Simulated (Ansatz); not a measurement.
Ideal-gas functions of C2H5F, SMILES `CCF` at 298.15 K and 1 bar, from an Ansatz frequency run at PBE0-D4/def2-TZVP.

Molar mass 48.06 g/mol, point group Cs (symmetry number 1), electronic degeneracy 1, moments of inertia 13.8, 53.638, 61.082 u Å². Harmonic wavenumbers (cm⁻¹, unscaled): 256, 415, 810, 900, 1092, 1134, 1187, 1302, 1392, 1423, 1473, 1491, 1515, 3050, 3057, 3093, 3134, 3145.

Use S(trans) = R[1.5 ln M + 2.5 ln T − 1.1517]; rotational temperatures θ = 24.2544 K / I; S(rot) = R[ln(√π/σ · √(T³/θAθBθC)) + 1.5]; for each mode x = 1.438777 ν̃/T, S = R[x/(eˣ − 1) − ln(1 − e⁻ˣ)] and H = RT x/(eˣ − 1); 1 cm⁻¹ = 0.0119627 kJ/mol; R = 8.31446 J/(mol·K).

Problem. By hand: the entropy, in J/(mol·K).

Solution. Translation 157.2. Rotation: θ = 1.7576, 0.4522, 0.3971 K, giving 93.1. Vibration, mode by mode: 7.07, 3.80, 0.83, 0.58, 0.27, 0.23, 0.18, 0.11, 0.08, 0.07, 0.06, 0.05, 0.05, 0.00, 0.00, 0.00, 0.00, 0.00, in all 13.4. Electronic 0.0. Sum 263.7 J/(mol·K).

Problem. By hand: H − E and G − E in kJ/mol, counted from the electronic energy.

Solution. Zero-point energy ½ × 29869 × 0.0119627 = 178.7; thermal vibration 2.6; translation, rotation and pV give 4 RT = 9.9. H − E = 191.2 kJ/mol, and G − E = 191.2 − 298.15 × 263.7/1000 = 112.6 kJ/mol.

Vibration gives 5 % of the entropy.
